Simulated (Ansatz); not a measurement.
System: NH2, charge 0, doublet. NH2 (SMILES [NH2], doublet).
B3LYP-D3(BJ)/def2-TZVP minimum from Ansatz (an electronic-structure program):
```xyz
3

N      0.0046     0.0019     0.1418
H     -0.0276     0.7996    -0.5065
H     -0.0044    -0.8126    -0.4860
```
Charge 0, spin multiplicity 2.

Quantity: atomisation energy (electronic, to ground-state atoms), in kcal/mol. Radicals and triplets start from unrestricted determinants; spin-orbit coupling is neglected. Correlated methods leave the cores frozen. Rows without X2C or -DK are non-relativistic. CBS(X,Y): correlation extrapolated as X^-3, Hartree-Fock from the larger set (Q,5: extrapolated as (X+1)exp(-9√X)). A bracket is a step between two methods taken in the basis named. The functionals are non-relativistic, so their misses hold any scalar relativity. 'core' is core correlation in cc-pwCVTZ, 'X2C' scalar relativity in cc-pVTZ-DK, both at CCSD(T). Full CI freezes restricted core orbitals, also for open shells; the composite that ends in it estimates full CI at the basis-set limit. Where a partner has so few electrons that a lower coupled-cluster level is exact, that level stands in.

Compared with CCSD(T)/CBS(cc-pVQZ,cc-pV5Z) + [CCSDT(Q) - CCSD(T)]/cc-pVQZ + [FCI - CCSDT(Q)]/cc-pVDZ + core + X2C (Ansatz): 182.6 kcal/mol.

Rank these levels by how close they come to it, closest first: CCSD/CBS(cc-pVQZ,cc-pV5Z) (Ansatz); CAM-B3LYP/def2-TZVPD (Ansatz); B3LYP/def2-TZVPD (Ansatz).

CCSD/CBS(cc-pVQZ,cc-pV5Z) (179.6 kcal/mol, difference -3.0), CAM-B3LYP/def2-TZVPD (186.2 kcal/mol, difference 3.6), B3LYP/def2-TZVPD (187.0 kcal/mol, difference 4.4)
